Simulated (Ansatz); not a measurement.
**How far each method lies from full CI for SiH2⁺, doublet**

Geometry: that of the SiH2, singlet, kept fixed.

```xyz
3

Si    0.0000   -0.0715    0.0000
H     0.0000    0.9958   -1.0900
H     0.0000    0.9958    1.0900
```

Basis cc-pVTZ; Ansatz 0.2.0. Correlated methods freeze the noble-gas cores, which leaves 5 electrons in 57 orbitals. Prefix R: restricted or restricted open-shell reference; prefix U: unrestricted. Active spaces: valence = (5e, 6o) chosen from the atoms' valence shells.

Full CI is exact within this basis and frozen core; it isn't the basis-set limit. The frozen core follows each run's orbitals, which can shift R against U totals by a few meV.

For open shells CISD and CISDTQ are restricted-active-space CI with the open shells as a complete middle space.

```
UHF ⟨S²⟩                          : 0.761
T1 diagnostic (RCCSD)             : 0.0258
largest doubles amplitude (RCCSD) : 0.053
T1 diagnostic (UCCSD)             : 0.0177
```

```json
{"level": "RHF", "E − E(full CI) (kJ/mol)": "273.1", "share of correlation (%)": "0.00", "wall time": "–"}
{"level": "UHF", "E − E(full CI) (kJ/mol)": "266.8", "share of correlation (%)": "2.31", "wall time": "–"}
{"level": "RMP2", "E − E(full CI) (kJ/mol)": "64.8", "share of correlation (%)": "76.25", "wall time": "–"}
{"level": "UMP2", "E − E(full CI) (kJ/mol)": "64.2", "share of correlation (%)": "76.48", "wall time": "–"}
{"level": "CISD", "E − E(full CI) (kJ/mol)": "14.4", "share of correlation (%)": "94.73", "wall time": "0.96 s"}
{"level": "RCCSD", "E − E(full CI) (kJ/mol)": "8.1", "share of correlation (%)": "97.04", "wall time": "–"}
{"level": "UCCSD", "E − E(full CI) (kJ/mol)": "7.8", "share of correlation (%)": "97.16", "wall time": "–"}
{"level": "RCCSD(T)", "E − E(full CI) (kJ/mol)": "1.9", "share of correlation (%)": "99.30", "wall time": "2.9 s"}
{"level": "UCCSD(T)", "E − E(full CI) (kJ/mol)": "1.8", "share of correlation (%)": "99.34", "wall time": "3 s"}
{"level": "BCCD(T)", "E − E(full CI) (kJ/mol)": "1.9", "share of correlation (%)": "99.30", "wall time": "1.5 s"}
{"level": "RCCSDT", "E − E(full CI) (kJ/mol)": "0.1", "share of correlation (%)": "99.96", "wall time": "–"}
{"level": "UCCSDT", "E − E(full CI) (kJ/mol)": "0.0", "share of correlation (%)": "100.00", "wall time": "–"}
{"level": "CISDTQ", "E − E(full CI) (kJ/mol)": "0.1", "share of correlation (%)": "99.95", "wall time": "7.5 s (H100)"}
{"level": "RCCSDT(Q)", "E − E(full CI) (kJ/mol)": "0.0", "share of correlation (%)": "100.00", "wall time": "17 s"}
{"level": "UCCSDT(Q)", "E − E(full CI) (kJ/mol)": "-0.1", "share of correlation (%)": "100.04", "wall time": "16 s"}
{"level": "CASSCF (valence space)", "E − E(full CI) (kJ/mol)": "164.1", "share of correlation (%)": "39.90", "wall time": "–"}
{"level": "NEVPT2 (valence space)", "E − E(full CI) (kJ/mol)": "48.2", "share of correlation (%)": "82.33", "wall time": "0.73 s"}
{"level": "MRCISD (valence space)", "E − E(full CI) (kJ/mol)": "5.8", "share of correlation (%)": "97.86", "wall time": "–"}
{"level": "MRCISD+Q (valence space)", "E − E(full CI) (kJ/mol)": "0.2", "share of correlation (%)": "99.94", "wall time": "1.3 s"}
```

The correlation energy at full CI, counted from RHF, is -2.830 eV. That run took 8 s on 2 threads of AMD EPYC 7R13 with a shared H100 80 GB, shared host over 11,720,236 determinants.

Times hold each run's SCF and search for its determinant on a shared host, so for small cases they say little of a method's own cost; rows without a card ran on 1 thread of AMD EPYC 7R13.

The full-CI state has the irrep A1 of C2v, in the program's axes.

Natural occupations of full CI about the gap: 1.945 1.933 0.991 0.031 0.023 0.022 0.013 0.010 0.007 0.006; effectively unpaired electrons, Σ n²(2−n)², 1.04.
